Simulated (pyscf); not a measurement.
Addition across a multiple bond or ene-type step: HB=O (SMILES B=O) + H₂C=CH₂ (SMILES C=C) → H₂B–O–CH=CH₂ (SMILES BOC=C)

Gas phase, singlet surface, charge 0. Bonds broken: C4–H6. Bonds formed: B1–H6, O2–C4. Single points on ωB97X-D3(BJ)/def2-SVP structures (PySCF, gas phase). MP2 and CC: frozen core, UHF for open shells. ΔMP2 is the change of the MP2 total energy from the triple- to the quadruple-zeta basis.

Transition state (Å):

```xyz
9

B     -0.0044    -0.4959     0.8577
O     -1.2355    -0.2561     1.1456
H      0.7597    -1.4330     0.8457
C     -0.7952     0.7565    -0.2506
C     -1.1248     0.3443    -1.4848
H      0.4823     0.5885     0.2552
H     -0.9426     1.7571     0.1552
H     -0.9622    -0.6776    -1.8318
H     -1.5863     1.0680    -2.1597
```

One imaginary mode, 1140i cm⁻¹; descent along it reached the two sides named.

```json
[
 {"bond": "C4–H6", "change": "breaks", "reactant side (Å)": "1.095", "saddle": "1.384", "product side": "2.7"},
 {"bond": "B1–H6", "change": "forms", "reactant side (Å)": "4.1", "saddle": "1.333", "product side": "1.213"},
 {"bond": "O2–C4", "change": "forms", "reactant side (Å)": "3.5", "saddle": "1.780", "product side": "1.373"}
]
```

Electronic energies relative to the separated reactants (kcal/mol):

| level | barrier | reaction energy | reverse barrier |
|---|---|---|---|
| ωB97X-D3(BJ)/def2-TZVP | 75.1 | +1.0 | 74.0 |
| PBE/def2-TZVP | 63.7 | +2.5 | 61.1 |
| r²SCAN/def2-TZVP | 66.3 | +1.2 | 65.1 |
| B3LYP-D3(BJ)/def2-TZVP | 74.2 | +3.2 | 71.0 |
| PBE0-D3(BJ)/def2-TZVP | 67.7 | -1.1 | 68.8 |
| M06-2X/def2-TZVP | 73.5 | -0.2 | 73.8 |
| ωB97M-D3(BJ)/def2-TZVP | 75.9 | +3.7 | 72.1 |
| HF/def2-TZVP | 98.0 | +3.0 | 95.0 |
| MP2/def2-QZVPP | 75.6 | +6.6 | 69.0 |
| CCSD/def2-TZVPP | 81.6 | +4.3 | 77.4 |
| CCSD(T)/def2-TZVPP | 77.5 | +4.8 | 72.7 |
| CCSD(T)/def2-TZVPP + ΔMP2(QZVPP) | 77.2 | +4.9 | 72.3 |

With CCSD(T)/def2-TZVPP + ΔMP2(QZVPP) energies and thermal terms (ideal gas, 1 atm, RRHO with modes under 100 cm⁻¹ raised to 100, one conformer, R ln 2 for chiral ones without a mode under 150 cm⁻¹), in kcal/mol:

```csv
T (K),ΔH‡,ΔG‡,ΔH,ΔG
298,75.6,85.4,+5.8,+15.4
600,75.7,95.2,+6.1,+25.2
900,76.2,104.9,+6.8,+34.6
1200,76.7,114.3,+7.7,+43.7
```

At the saddle there is also a short B–C contact that neither side keeps. The same reactants have a lower exit, to cyclic C₂H₅BO (SMILES B1CCO1) (barrier +33.3 kcal/mol at ωB97M-D3(BJ)/def2-TZVP, against +75.9 kcal/mol here). H₂B–O–CH=CH₂ lies 42.7 kcal/mol over its isomer H₃C–CH₂–B=O (electronic energy, ωB97M-D3(BJ)/def2-TZVP). This is the saddle that the search found; another between the same sides may lie lower. The CCSD(T) − MP2 part came from Ansatz, without density fitting, on the same reference.
